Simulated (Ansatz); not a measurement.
A nudged elastic band was laid between two geometries of BF$_{2}$H (4 atoms, charge 0, multiplicity 1).

Method: RKS B3LYP-D4/6-31G* in Ansatz.

```yaml
movable_images: 5
climbing_image: yes
spring: 5.0 eV/Å²
optimiser: quadratic models (default)
start_path: through a guess of the saddle point
force_threshold: 0.03 eV/Å
iteration_limit: 60
end_points: relaxed
```

Image 0:

```xyz
4
Properties=species:S:1:pos:R:3
B 0.279 0.000 0.203
H 0.220 0.000 1.391
F 1.444 0.000 -0.416
F -0.819 0.000 -0.529
```

Image 6:

```xyz
4
Properties=species:S:1:pos:R:3
B -0.619 0.000 -0.132
H 1.316 0.000 0.549
F 2.226 0.000 0.812
F -1.799 0.000 -0.580
```

(1) Which bonds break or form, and what moves?

(2) Give the energies along the band, and the barrier.

(3) What is the geometry of the highest image?

The band took 12 iterations and about 30 core-seconds.

## Answers

(1) Bonds broken: B1–H2, B1–F3. Bonds formed: H2–F3. BF2H becomes BF + FH.

(2) The run converged. The highest image is number 2 of 0 to 6, 4.75 eV above the first end and 0.54 eV above the last; the last end lies 4.21 eV above the first. Neighbouring images differ by up to 2.8 eV, so the band resolves the path poorly. A vibrational analysis at the climbing image gives one clearly imaginary mode, 1172i cm⁻¹: a first-order saddle point. The orbitals stay closed-shell, which can raise the energy where a bond breaks towards radicals; this wasn't checked here.

| image | path coordinate (Å) | energy (eV) | B1–H2 (Å) | B1–F3 (Å) | H2–F3 (Å) |
| --- | --- | --- | --- | --- | --- |
| 0 | 0.00 | 0.00 | 1.19 | 1.32 | 2.18 |
| 1 | 0.58 | 2.00 | 1.17 | 1.43 | 1.62 |
| 2 | 1.15 | 4.75 | 1.36 | 1.87 | 1.16 |
| 3 | 1.62 | 4.31 | 1.80 | 2.35 | 0.96 |
| 4 | 2.09 | 4.24 | 1.98 | 2.69 | 0.95 |
| 5 | 2.56 | 4.22 | 2.02 | 2.88 | 0.95 |
| 6 | 3.02 | 4.21 | 2.05 | 3.00 | 0.95 |

(3) 
```xyz
4
Properties=species:S:1:pos:R:3:forces:R:3
B -0.330 0.000 0.350 -0.02 0.00 -0.02
H 0.860 0.000 1.011 0.02 0.00 0.00
F 1.520 0.000 0.062 0.00 0.00 0.00
F -0.927 0.000 -0.775 0.01 0.00 0.01
```

Time of the run: 34 s on 1 thread of AMD EPYC 7R43 64-Core Processor (Zen 3), with other jobs on the host, peak memory 0.1 GiB.
